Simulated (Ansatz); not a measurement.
Molecule: C₃H₄N, net charge 1, singlet state. It need not be the lowest isomer of its formula. SMILES: C=CC#[NH+]
Geometry: optimised at B3LYP-D3(BJ)/def2-TZVP (Ansatz, a first-principles code).

Parts of the frozen-core correlation energy in cc-pVDZ (Ansatz, hartree). Frozen orbitals: 4; correlated occupied orbitals by spin: 10 and 10; virtual: 62 and 62. No spin-orbit coupling. Non-relativistic.

```
term                            value
-------------------------  ----------
reference (HF)             -170.09675
MP2 opposite-spin                   ?
MP2 same-spin                -0.13214
CCSD correlation                    ?
(T)                                 ?
T1 diagnostic                   0.017
largest doubles amplitude       0.104
```

Question: Complete the blanks.

Answer: 
- MP2 opposite-spin, value: -0.39729
- CCSD correlation, value: -0.56001
- (T), value: -0.02271
